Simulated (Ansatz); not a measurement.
# C2H4FN: the cost of one run

Method: RKS B3LYP/def2-SVP, in Ansatz 0.2.0.

### 1 The structure to begin with

Bond lengths: C1–C2 1.427 Å, C2–N3 1.292 Å, C2–F4 1.415 Å, C1–H5 1.132 Å, C1–H6 1.132 Å, C1–H7 1.118 Å, N3–H8 0.954 Å. Angles: C1–C2–N3 122.9°, C1–C2–F4 117.7°, N3–C2–F4 119.4°, C2–C1–H5 112.0°, C2–C1–H6 112.6°, C2–C1–H7 112.5°, H5–C1–H6 105.8°, H5–C1–H7 107.4°, H6–C1–H7 106.0°, C2–N3–H8 110.6°.

Coordinates:

```xyz
8

C    -0.2189    0.6713   -0.2883
C     0.5699   -0.4305    0.1596
N     0.0538   -1.5236    0.6162
F     1.9777   -0.3058    0.0820
H    -0.9150    0.3800   -1.1327
H    -0.8821    1.0909    0.5280
H     0.4046    1.5267   -0.6481
H    -0.8979   -1.4660    0.6276
```

### 2 Preparing the start

input.yaml

```yaml
crystal:
  periodic: [false, false, false]
  atoms:
    - { symbol: C, position_ang: [-0.2189, 0.6713, -0.2883] }
    - { symbol: C, position_ang: [0.5699, -0.4305, 0.1596] }
    - { symbol: "N", position_ang: [0.0538, -1.5236, 0.6162] }
    - { symbol: F, position_ang: [1.9777, -0.3058, 0.082] }
    - { symbol: H, position_ang: [-0.915, 0.38, -1.1327] }
    - { symbol: H, position_ang: [-0.8821, 1.0909, 0.528] }
    - { symbol: H, position_ang: [0.4046, 1.5267, -0.6481] }
    - { symbol: H, position_ang: [-0.8979, -1.466, 0.6276] }
basis:
  gaussian: { orbitals: def2-SVP }
hamiltonian:
  xc: b3lyp
relax:
  f_tol: 0.02
  max_steps: 40
scf:
  lower_state_search: "off"
```

The run is started by

```console
$ ansatz run input.yaml --threads 1 --pin off --max-ram 2048MiB --backend cpu --events-out ev --progress --plain --runs-dir out
```

Q: Estimate wall time and peak memory on 1 thread of Arm Neoverse V2, shared host.

About 50 s, with a peak of 0.13 GiB.
